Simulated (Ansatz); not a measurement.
**C3H5FO: a ladder of functionals and wavefunction methods**

How much do the methods differ for C3H5FO? The plan is to run it at one geometry with functionals of several rungs and with coupled cluster, and see how far each lands from CCSD(T) at the basis-set limit for the atomisation energy.

Computed with Ansatz 0.2.0, Gaussian basis. Level: functionals in def2-TZVPP, the program's frozen cores in correlated methods.

The runs, in order: LDA (SPW92), PBE-D4, revPBE-D4, BLYP-D4, r2SCAN-D4, B97M-V, PBE0-D4, B3LYP-D4, r2SCANh-D4, r2SCAN0-D4, HSE06-D4, BHLYP-D4, CAM-B3LYP-D4, LC-ωPBE, ωB97X-V, ωB97M-V, B2PLYP, PBE-QIDH; CCSD(T)/def2-SVP; CCSD(T)/def2-TZVPP; MP2/def2-QZVPP; extrapolation to the limit; RPA on PBE.

**1. Structure used throughout**

The geometry comes from an earlier relaxation with PBE0-D4 in a triple-zeta def2 set; it is a stationary point, not always the lowest conformer.

10 atoms, charge 0, spin multiplicity 1.

Atoms are counted from 1 here; the program's logs count them from 0.

Bond lengths: C1–C2 1.493 Å, C1–H6 1.091 Å, C1–H7 1.093 Å, C1–H8 1.092 Å, C2–O3 1.446 Å, C2–C4 1.451 Å, C2–H9 1.088 Å, O3–C4 1.376 Å, C4–F5 1.353 Å, C4–H10 1.088 Å. Angles: C2–C1–H6 111.0°, C2–C1–H7 110.2°, C2–C1–H8 110.5°, H6–C1–H7 108.7°, H6–C1–H8 108.3°, H7–C1–H8 108.0°, C1–C2–O3 116.8°, C1–C2–C4 123.5°, C1–C2–H9 116.9°, O3–C2–C4 56.7°, O3–C2–H9 112.4°, C4–C2–H9 115.5°, C2–O3–C4 61.8°, C2–C4–O3 61.5°, C2–C4–F5 119.6°, C2–C4–H10 123.9°, O3–C4–F5 115.4°, O3–C4–H10 117.3° and more.

**2. LDA**

This LDA is Slater exchange with PW92 correlation.

Input file in.yaml:

```yaml
crystal:
  periodic: [false, false, false]
  atoms:
    - {symbol: C, position_ang: [-0.538811, 0.626896, 0.981929]}
    - {symbol: C, position_ang: [0.480001, -0.089733, 0.158947]}
    - {symbol: O, position_ang: [0.873876, 0.536641, -1.083833]}
    - {symbol: C, position_ang: [0.198524, -0.660211, -1.145181]}
    - {symbol: F, position_ang: [0.923664, -1.714864, -1.582886]}
    - {symbol: H, position_ang: [-1.366860, 0.976277, 0.363179]}
    - {symbol: H, position_ang: [-0.934047, -0.036895, 1.754746]}
    - {symbol: H, position_ang: [-0.091821, 1.492545, 1.476084]}
    - {symbol: H, position_ang: [1.323874, -0.526336, 0.689853]}
    - {symbol: H, position_ang: [-0.785202, -0.655518, -1.609837]}
basis:
  gaussian: {orbitals: def2-TZVPP}
hamiltonian: {xc: lda}
output: {orbitals: {seedname: orbitals}}
```

Command:

```
$ ansatz run in.yaml --threads 4 --pin off --events-out ev --progress --plain --max-ram 10444MiB
```

The runs that follow: PBE-D4 (GGA); revPBE-D4 (GGA); BLYP-D4 (GGA); r2SCAN-D4 (meta-GGA); B97M-V (meta-GGA); B3LYP-D4 (hybrid); r2SCANh-D4 (hybrid); r2SCAN0-D4 (hybrid); HSE06-D4 (hybrid); BHLYP-D4 (hybrid); CAM-B3LYP-D4 (range-separated); LC-ωPBE (range-separated); ωB97X-V (range-separated); ωB97M-V (range-separated); B2PLYP (double hybrid); PBE-QIDH (double hybrid); CCSD(T) in def2-SVP; CCSD(T) in def2-TZVPP; MP2 in def2-QZVPP; RPA on PBE orbitals.

**Question.** What will the summary of the whole plan be? Wanted: atomisation energy, CCSD(T)/CBS; farthest beyond LDA; mean size of error, GGA; mean size of error, meta-GGA; mean size of error, hybrid; mean size of error, range-separated; mean size of error, double hybrid; gap, smallest and largest; T1 diagnostic.

As calculated:

```
                               quantity                                                     value
        atomisation energy, CCSD(T)/CBS                                             4030.6 kJ/mol
 functionals within 20.2 kJ/mol (0.5 %)  BLYP-D4, B97M-V, B3LYP-D4, r2SCANh-D4, ωB97X-V, PBE-QIDH
                    farthest beyond LDA                                  BHLYP-D4 (-161.1 kJ/mol)
                mean size of error, GGA                                               61.1 kJ/mol
           mean size of error, meta-GGA                                               21.3 kJ/mol
             mean size of error, hybrid                                               51.9 kJ/mol
    mean size of error, range-separated                                               24.5 kJ/mol
      mean size of error, double hybrid                                               20.2 kJ/mol
              gap, smallest and largest                     7.39 eV (BLYP-D4), 14.80 eV (LC-ωPBE)
                          T1 diagnostic                                                    0.0117
triples share of the correlation energy                                                     3.7 %
```

What this shows: LDA overbinds by 702.5 kJ/mol (17 %). PBE-D4 misses by +147.6 kJ/mol. Double hybrids carry the basis error of their MP2 part in triple zeta, and no dispersion term here, so their miss is partly the set-up's. Taken by rung, double hybrid functionals do best (20.2 kJ/mol on average) and GGA ones worst beyond LDA (61.1 kJ/mol). The gap between the best rungs is small, so their order is not settled. The reference freezes the cores and leaves out relativity and excitations past (T), so misses under about 20.2 kJ/mol can't be ranked. Hartree-Fock recovers 71 % of the binding; the rest is correlation. CCSD(T) in def2-SVP is off by -179.2 kJ/mol, more than most functionals: a good method in a small basis is no reference. The gap grows from 7.4 to 14.8 eV across the functionals, mostly with the share of exact exchange.
